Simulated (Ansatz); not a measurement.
Reaction (SMILES): ClB(Cl)Cl → B atom + 3 Cl atom
B3LYP-D3(BJ)/def2-TZVP geometries, fixed; electronic energies without zero-point terms.

Basis-set convergence of the atomisation energy at HF with Ansatz (a quantum-chemistry and plane-wave program). Cartesian d functions, on some or all atoms, in 6-311G**; all else is spherical. Open shells are unrestricted. No added dispersion term, no relativity. Functions are those of the species that has most. Reference: the value in pcseg-4, 244.67 kcal/mol, itself unsure by roughly 0.17 kcal/mol (its mean distance from aug-pcseg-3, aug-cc-pV(Q+d)Z, cc-pV(5+d)Z). Deviations are taken from unrounded values.

| basis | functions | atomisation energy (kcal/mol) | minus reference (kcal/mol) |
|---|---|---|---|
| pcseg-0 | 48 | 191.90 | -52.77 |
| def2-SVP | 68 | 251.00 | 6.33 |
| 6-311G** | 99 | 241.27 | -3.40 |
| def2-SVPD | 101 | 247.24 | 2.56 |
| aug-pcseg-1 | 104 | 241.32 | -3.35 |
| aug-cc-pV(D+d)Z | 119 | 242.09 | -2.58 |
| 6-311++G(2d,2p) | 132 | 244.52 | -0.16 |
| def2-TZVPP | 157 | 244.53 | -0.14 |
| jun-cc-pV(T+d)Z | 183 | 244.27 | -0.41 |
| def2-TZVPPD | 190 | 244.42 | -0.25 |
| pcseg-3 | 252 | 244.93 | 0.26 |
| def2-QZVPPD | 300 | 244.43 | -0.24 |
| aug-pcseg-3 | 352 | 244.83 | 0.16 |

The smallest set listed that lies within 4 kcal/mol of the reference with all its larger relatives (same family, alike in diffuse functions; a set with none counts only in the reference's own line) is def2-SVPD (101 functions, 2.56 kcal/mol off). Inside, with no larger relative to test it: 6-311G**. (Relatives not listed, tested too: def2-TZVPD -0.19, 6-311++G(3df,3pd) 2.71, aug-pcseg-2 0.72, aug-cc-pV(T+d)Z -0.73, def2-QZVP -0.23, def2-QZVPP -0.23, aug-cc-pV(Q+d)Z -0.23, pcseg-4 0.00 kcal/mol.)
